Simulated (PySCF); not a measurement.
## Spin-Hamiltonian simulation

Molecule: `C1=CC1`, C$_{3}$H$_{4}$.

Molfile (atoms numbered from 1):
```
C3H4
     RDKit          3D

  7  7  0  0  0  0  0  0  0  0999 V2000
   -0.5857    0.6609   -0.0763 C   0  0  0  0  0  0  0  0  0  0  0  0
   -0.6197   -0.6307    0.0338 C   0  0  0  0  0  0  0  0  0  0  0  0
    0.7491   -0.0171    0.0182 C   0  0  0  0  0  0  0  0  0  0  0  0
   -1.0737    1.5989   -0.1717 H   0  0  0  0  0  0  0  0  0  0  0  0
   -1.1560   -1.5445    0.0983 H   0  0  0  0  0  0  0  0  0  0  0  0
    1.3205    0.0461    0.9385 H   0  0  0  0  0  0  0  0  0  0  0  0
    1.3688   -0.1088   -0.8679 H   0  0  0  0  0  0  0  0  0  0  0  0
  1  2  2  0
  2  3  1  0
  3  1  1  0
  1  4  1  0
  2  5  1  0
  3  6  1  0
  3  7  1  0
M  END
```

PySCF calculation with J: B3LYP/pcJ-1, PBE0/pcSseg-1 with gauge-including orbitals and geometry: GFN2-xTB; averaged over atoms made equivalent by symmetry, fast rotation or ring inversion, no relativistic terms, one conformer, no solvent model.

Referencing at the same level of theory: 1H (31.72 ppm) against TMS.

The 4-spin Hamiltonian (Zeeman plus full scalar coupling among like nuclei) was diagonalised exactly; lines are Lorentzian, 1.0 Hz wide, and the maxima above 3 % are listed with the tallest set to 100.

Peak list at 500 MHz for the spins H4/H5/H6/H7:
Hz from δ = 0 (height): 3662.1 (53), 3660.0 (100), 3657.9 (53), 517.1 (53), 515.0 (100), 512.9 (53)

Task: Extract the chemical shifts and coupling constants behind this pattern (give the signs of the calculation).

Result: 
Shifts (ppm): H4/H5 7.32, H6/H7 1.03.
Couplings (Hz): H4–H5: 1.3; H4–H6, H4–H7, H5–H6, H5–H7: -2.1; H6–H7: 8.3.
These are the parameters used. A line list fixes at most the relative signs, and those only where coupling is strong; other parameter sets or atom labellings may fit too, and couplings well below the line width leave little trace.

Unscaled 3J(H,H) at this level run about 10 % above measured values.
